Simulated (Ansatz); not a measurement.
# How far each method lies from full CI for HBN, quartet

Geometry: a point of a breathe scan, not a stationary point.

```xyz
3

B     0.0000   -0.4405    1.8381
N     0.0000    0.2079   -1.6765
H     0.0000    1.8354    3.5823
```

Basis 6-31G; Ansatz 0.2.0. Correlated methods freeze the noble-gas cores, which leaves 9 electrons in 18 orbitals. R marks a restricted (for open shells ROHF) determinant, U an unrestricted one. Active spaces: pair = (5e, 5o) about the gap; valence = (9e, 9o) chosen from the atoms' valence shells.

Full CI is exact within this basis and frozen core; it isn't the basis-set limit. The frozen core follows each run's orbitals, which can shift R against U totals by a few meV.

Unrestricted rows (U) aren't spin-pure: their determinants' ⟨S²⟩ exceeds S(S+1) by up to 0.94, so they mix in states of higher spin. For open shells CISD is restricted-active-space CI with the open shells as a complete middle space.

```
UHF ⟨S²⟩                          : 4.689
T1 diagnostic (RCCSD)             : 0.0649
largest doubles amplitude (RCCSD) : 0.485
T1 diagnostic (UCCSD)             : 0.0628
```

```csv
level,E − E(RHF) (eV)
UHF,-2.1712
RMP2,-2.6125
UMP2,-3.5559
RCCSD*,-4.4405
UCCSD,-4.4483
RCCSD(T)*,-4.5452
UCCSD(T),-4.5007
```

(1) Estimate how far full CI in 6-31G lies from RCCSD(T). The table doesn't fix it; the size of (T) and the diagnostics are the guide.

(1) Full CI in 6-31G lies 1.3 kJ/mol above RCCSD(T), which is 13 % of the (T) step (-10.1 kJ/mol). (T) overshoots here: it takes the energy past the reference.

The other levels:

```csv
level,E − E(full CI) (kJ/mol),share of correlation (%),wall time
CISD,63.1,85.58,0.87 s
BCCD(T)*,0.7,99.83,2.1 s
RCCSDT*,-0.4,100.08,–
UCCSDT*,-0.2,100.05,–
RCCSDT(Q)*,0.3,99.92,4.7 s
UCCSDT(Q)*,-0.5,100.11,8 s
RCCSDTQ*,0.0,100.01,2.2 min
CASSCF (pair space),214.6,50.93,–
NEVPT2 (pair space),80.3,81.64,0.75 s
MRCISD (pair space),10.5,97.60,–
MRCISD+Q (pair space),-4.3,100.97,1.3 s
CASSCF (valence space),121.8,72.15,–
NEVPT2 (valence space),42.0,90.40,1.8 s
NEVPT4(SD) (valence space),5.2,98.81,2.8 s
MRCISD (valence space),2.5,99.43,–
MRCISD+Q (valence space),-0.2,100.04,3 s
```

An asterisk marks runs whose energy the program itself flagged as in doubt.

The correlation energy at full CI, counted from RHF, is -4.532 eV. That run took 2.5 min on 1 thread of INTEL XEON PLATINUM 8581C, shared host over 7,588,672 determinants.

Times hold each run's SCF and search for its determinant on a shared host, so for small cases they say little of a method's own cost; they ran on 1 thread of INTEL XEON PLATINUM 8581C.

More than 5 meV below full CI, which no variational method can be: RCCSD(T), MRCISD+Q (pair space).

The full-CI state has the irrep A'' of Cs, in the program's axes.

Natural occupations of full CI about the gap: 1.985 1.883 1.514 0.996 0.995 0.995 0.483 0.055 0.054 0.011; effectively unpaired electrons, Σ n²(2−n)², 4.15. No single determinant describes this state well, so single-reference rows can miss without a flag.
